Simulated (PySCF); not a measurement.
C3H3N2 (charge -1).
Numbering: `[cH:1]1[cH:2][n:3][n-:4][cH:5]1` (hydrogens: H6 on C1; H7 on C2; H8 on C5)

Computed geometry: GFN2-xTB, gas phase.

**Question.** What internal coordinates does the optimisation give?

**Answer.** 
```
        bond  length (Å)
C1–C2, C1–C5       1.392
C2–N3, N4–C5       1.334
       N3–N4       1.341
       C1–H6       1.083
C2–H7, C5–H8       1.085
```

Bonds in one row agree within 0.01 Å and their mean is given. A selection of angles:
```
   angle  degrees
C2–C1–C5    102.5
C2–C1–H6    128.7
C1–C2–N3    110.6
C1–C2–H7    128.5
N3–C2–H7    120.9
C2–N3–N4    108.1
```

The 5 heavy atoms lie in one plane (0.000 Å rms). The 5-membered ring C1–C2–N3–N4–C5 has internal angles of 102.5° to 110.6°; it is planar, 0.00 Å rms from its mean plane, widest ring torsion 0°. C1 (aromatic CH carbon) is planar (angles 128.8°, 128.7° and 102.5°, sum 360.0°, 0.00 Å off the plane of its three neighbours). C2 (aromatic CH next to a ring nitrogen) is planar (angles 128.5°, 120.9° and 110.6°, sum 360.0°, 0.00 Å off the plane of its three neighbours). N3 (nitrogen bonded to C and N) is bent (angle 108.1°).

Point group: C2v (tolerance 0.08 Å). No frequency check.
